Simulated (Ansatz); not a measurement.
Ideal-gas functions of CH6OSi (`CO[SiH3]`) at 500 K and 1 bar, from an Ansatz frequency run at PBE0-D4/def2-TZVP.

Molar mass 62.14 g/mol, point group Cs (symmetry number 1), electronic degeneracy 1, moments of inertia 14.991, 89.506, 95.451 u Å². Harmonic wavenumbers (cm⁻¹, unscaled): 98, 130, 215, 715, 723, 787, 940, 955, 978, 1154, 1182, 1216, 1482, 1495, 1497, 2201, 2207, 2260, 3011, 3070, 3122.

Use S(trans) = R[1.5 ln M + 2.5 ln T − 1.1517]; rotational temperatures θ = 24.2544 K / I; S(rot) = R[ln(√π/σ · √(T³/θAθBθC)) + 1.5]; for each mode x = 1.438777 ν̃/T, S = R[x/(eˣ − 1) − ln(1 − e⁻ˣ)] and H = RT x/(eˣ − 1); 1 cm⁻¹ = 0.0119627 kJ/mol; R = 8.31446 J/(mol·K).

Question: By hand: the entropy, in J/(mol·K).

Answer: Translation 171.1. Rotation: θ = 1.6179, 0.271, 0.2541 K, giving 103.9. Vibration, mode by mode: 18.87, 16.54, 12.44, 3.64, 3.58, 3.09, 2.19, 2.11, 2.01, 1.34, 1.26, 1.16, 0.62, 0.60, 0.60, 0.11, 0.11, 0.09, 0.01, 0.01, 0.01, in all 70.4. Electronic 0.0. Sum 345.4 J/(mol·K).

Question: By hand: H − E and G − E in kJ/mol, counted from the electronic energy.

Answer: Zero-point energy ½ × 29438 × 0.0119627 = 176.1; thermal vibration 18.3; translation, rotation and pV give 4 RT = 16.6. H − E = 211.0 kJ/mol, and G − E = 211.0 − 500 × 345.4/1000 = 38.3 kJ/mol.

Vibration gives 20 % of the entropy, 35.4 J/(mol·K) of it from the modes under 150 cm⁻¹: soft modes count most, and the harmonic formula is weakest for them.
